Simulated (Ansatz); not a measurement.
We consider bcc Nb, described by rVV10 (Ansatz, a first-principles code, PAW).

Run with plane-wave cutoff 500 eV, 30×30×30 k mesh, Fermi–Dirac smearing 0.1 eV, no spin polarisation, scalar-relativistic PAW data made under PBE.

Computed at the level's own relaxed cell.

### Question
Give the computed volume per atom and lattice parameter a.

### Answer

- volume per atom: 18.55 Å³/atom
- lattice parameter a: 3.335 Å

Measured, for comparison: equilibrium volume per atom 17.87 Å³/atom, lattice constant a 3.294 Å (static lattice: zero-point anharmonic expansion removed; as tabulated in Mejia-Rodriguez and Trickey (2018), arXiv:1807.09216). Computed (rounded) less measured: equilibrium volume per atom +3.8 %, lattice constant a +1.2 %.

Static lattice: no zero-point or thermal effects.

Cost on a shared machine: very roughly 100 core-seconds.
